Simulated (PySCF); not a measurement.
Molecule: `C(=C)C(=O)F`, C₃H₃FO.

Geometry:
| atom | x (Å) | y (Å) | z (Å) |
| --- | --- | --- | --- |
| C1 | 0.987 | 0.772 | -0.077 |
| C2 | 0.141 | -0.101 | 0.473 |
| C3 | -0.990 | -0.635 | -0.310 |
| O4 | -1.278 | -0.395 | -1.436 |
| F5 | -1.725 | -1.482 | 0.422 |
| H6 | 0.845 | 1.094 | -1.113 |
| H7 | 1.832 | 1.179 | 0.483 |
| H8 | 0.244 | -0.451 | 1.503 |

Geometry PBE0-D3(BJ)/def2-SVP throughout; GIAO in PySCF 2.14.0 with density-fitted response routines, gas phase, one conformer, non-relativistic; equivalent atoms averaged; basis pcSseg-2.

Task: How do the shifts δ (against TMS, H2O, CFCl3 at the same level) depend on the functional? (ppm; last column core-seconds on 1 thread of an Arm Neoverse V1, shared host; the GGAs took longer than the global hybrids here, which isn't the general rule, and the cause wasn't traced)

Result: 
```csv
functional,kind,C3,C1,C2,O4,F5,H6,H7,H8,core-s
HF,Hartree–Fock,165.6,154.8,129.2,396.8,45.6,7.48,6.67,6.11,7.3
LDA,LDA,170.3,157.1,141.6,426.1,32.1,7.26,6.47,6.49,19
PBE,GGA,165.9,149.7,135.4,410.2,29.9,7.12,6.31,6.36,23
BLYP,GGA,166.5,148.5,134.8,409.3,27.4,7.04,6.21,6.29,22
BP86,GGA,165.5,149.3,135.0,407.4,28.9,7.09,6.29,6.33,22
OPBE,GGA,160.3,145.5,130.8,397.5,32.4,7.13,6.35,6.40,22
KT2,GGA,158.5,140.1,126.1,381.6,11.7,6.90,6.11,6.15,22
KT3,GGA,156.9,138.5,124.6,378.9,16.7,6.89,6.10,6.15,22
B97-D,GGA,161.8,144.6,130.4,392.9,26.9,7.03,6.22,6.25,22
B3LYP,global hybrid,167.7,151.7,135.2,413.1,33.8,7.15,6.34,6.27,13
PBE0,global hybrid,167.2,152.9,135.4,413.7,37.4,7.24,6.45,6.33,13
mPW1PW91,global hybrid,167.4,153.0,135.4,414.4,37.9,7.22,6.44,6.31,13
```

Task: Which nucleus moves most, in ppm?

Result: O4 (carbonyl oxygen): from 378.9 ppm with KT3 to 426.1 ppm with LDA. The smallest spread is 0.38 ppm, at H8. Proton shifts span only some 12 ppm, so a few tenths of a ppm matter as much there as several ppm in carbon.
